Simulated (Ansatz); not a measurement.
# HF with CH₂O: structure and interaction energy

How do HF and CH₂O sit together, how strongly do they interact, and which methods get it right?

Method: PBE0-D4 structure, single points in def2-TZVPPD; program: Ansatz 0.2.0, Gaussian basis.

Levels: PBE-D4, revPBE-D4, BLYP-D4, r2SCAN-D4, B97M-V, PBE0-D4, B3LYP-D4, HSE06-D4, wB97X-V, wB97M-V, B2PLYP, Hartree-Fock, MP2, CCSD, CCSD(T). The reference is CCSD(T) extrapolated to the basis limit.

Cores are frozen in the correlated methods. B3LYP uses VWN-RPA correlation. B2PLYP carries no dispersion term here.

176 further runs of the same task are left out: 176 set aside as unsound or not needed.

## Step 1: The starting structure

The pair, from a GFN2-xTB docking trial: 6 atoms, charge 0, spin multiplicity 1.

Atoms are counted from 1 here; the program's logs count them from 0.

Bond lengths: F1–H2 0.953 Å, C3–O4 1.197 Å, C3–H5 1.098 Å, C3–H6 1.099 Å. Angles: O4–C3–H5 122.0°, O4–C3–H6 122.5°, H5–C3–H6 115.5°.

As a file:

```xyz
6
charge 0, multiplicity 1
F     0.1472    0.5196   -2.2461
H     0.3384   -0.0329   -1.4933
C    -0.1248   -0.1182    0.9386
O     0.4307   -0.6820    0.0403
H    -0.1012   -0.4995    1.9680
H    -0.6902    0.8130    0.7925
```

Atoms 1 to 2 are fragment A (HF), the rest fragment B (CH₂O).

## Step 2: A first relaxation in a small basis

Contents of pre/in.yaml:

```yaml
crystal:
  periodic: [false, false, false]
  atoms:
    - {symbol: F, position_ang: [0.147200, 0.519600, -2.246100]}
    - {symbol: H, position_ang: [0.338400, -0.032900, -1.493300]}
    - {symbol: C, position_ang: [-0.124800, -0.118200, 0.938600]}
    - {symbol: O, position_ang: [0.430700, -0.682000, 0.040300]}
    - {symbol: H, position_ang: [-0.101200, -0.499500, 1.968000]}
    - {symbol: H, position_ang: [-0.690200, 0.813000, 0.792500]}
basis:
  gaussian: {orbitals: def2-SVP}
hamiltonian: {xc: pbe, dispersion: d4}
relax: {f_tol: 0.03, max_steps: 250}
```

Launch:

```sh
$ ansatz run in.yaml --threads 2 --pin off --events-out ev --progress --plain --max-ram 5222MiB
```

Further steps of the session: Relaxation at PBE0-D4; PBE-D4/def2-TZVPPD; r2SCAN-D4/def2-TZVPPD; PBE0-D4/def2-TZVPPD; B3LYP-D4/def2-TZVPPD; wB97X-V/def2-TZVPPD; wB97M-V/def2-TZVPPD; B2PLYP/def2-TZVPPD; BLYP-D4/def2-TZVPPD; revPBE-D4/def2-TZVPPD; B97M-V/def2-TZVPPD; HSE06-D4/def2-TZVPPD; CCSD(T)/def2-TZVPPD; MP2/def2-QZVPPD; Vibrations of the pair.

What does the calculation give? Wanted: interaction energy, CCSD(T)/CBS; of it Hartree-Fock; D4 term of PBE0-D4; shortest contact; lowest wavenumber.

The runs gave:

```
                        quantity         value
 interaction energy, CCSD(T)/CBS      -366 meV
of it Hartree-Fock (basis limit)      -316 meV
              D4 term of PBE0-D4       -17 meV
                shortest contact  H2–O4 1.69 Å
               lowest wavenumber       94 cm⁻¹
```

In words: The pair is bound by 366 meV at fixed fragment shapes. Hartree-Fock gives 86 % of it, so electrostatics, induction and charge transfer lead. Among the functionals B97M-V lands nearest to CCSD(T)/CBS (0 meV) and r2SCAN-D4 farthest (-35 meV). Mean unsigned error by rung: GGA 21, meta-GGA 18, hybrid 25, screened hybrid 29, range-separated hybrid 14, double hybrid 10 meV. PBE-D4 gives an interaction energy 21 meV too low, an error of 6 % of the reference. CCSD(T) moves by -27 meV from triple zeta to the limit; gaps between functionals far smaller than that don't rank them. A lower arrangement may exist.
